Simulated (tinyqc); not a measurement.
Starting guesses with plain Roothaan steps: SCF starting guesses in the sto-3g basis, for BH2, spin multiplicity 2. Computed by the program tinyqc with PySCF. UHF with one setting changed at a time; a run stops when the energy changes by less than 1e-09 hartree and the error matrix is below 1e-5. Starts: the lowest orbitals of the core Hamiltonian, of the Wolfsberg-Helmholz matrix (K = 1.75), projected atomic densities, random orbitals, and the highest orbitals of the core Hamiltonian (a deliberately bad start).

Geometry (angstrom):
```
atom,x,y,z
B,0.0000,0.0000,0.0000
H,0.0000,1.0460,0.5340
H,0.0000,-1.0460,0.5340
```

lowest solution found by these runs and by PySCF with stability checks = -25.409983 hartree

Largest element of the error matrix X^T (FDS - SDF) X:
```
iteration,core,Wolfsberg-Helmholz,atomic densities,random,highest core orbitals
1,3.4e-01,1.3e-01,3.6e-01,2.7e+00,1.2e-01
2,4.8e-02,2.9e-02,5.3e-02,2.3e-01,1.9e-01
3,1.8e-02,1.1e-02,2.1e-02,4.6e-02,1.6e-01
4,7.6e-03,3.9e-03,9.1e-03,2.5e-02,2.3e-02
5,3.6e-03,1.4e-03,4.4e-03,2.0e-02,5.9e-03
6,2.0e-03,5.4e-04,2.5e-03,1.7e-02,2.5e-03
8,8.1e-04,9.5e-05,9.0e-04,1.4e-02,8.8e-04
10,3.6e-04,3.2e-05,3.4e-04,1.1e-02,4.0e-04
14,7.7e-05,4.8e-06,5.0e-05,6.5e-03,8.6e-05
20,7.9e-06,-,-,3.1e-03,8.8e-06
30,-,-,-,8.7e-04,-
45,-,-,-,1.3e-04,-
60,-,-,-,1.9e-05,-
```

How each run ends:
```
run,iterations,E (hartree),state
core,22,-25.34348,higher
Wolfsberg-Helmholz,14,-25.40998,lowest found
atomic densities,19,-25.40998,lowest found
random,>60,-25.40998,"falls steadily but slowly, by a factor of about 0.88 a step"
highest core orbitals,22,-25.34348,higher
```

What does the comparison show, and why?

2 of 5 runs reach the lowest solution found, in 14 to 19 iterations (fastest: Wolfsberg-Helmholz). Ending on a higher stationary point: core, highest core orbitals; a small error matrix cannot reveal that, and an occupation fixed by the start is kept by symmetry or by the shape of the basin. Not converged: random. The first errors are 3e-01, 1e-01, 4e-01, 3e+00, 1e-01; the deliberately bad start has the smallest one, so a small first error does not mark a good start.
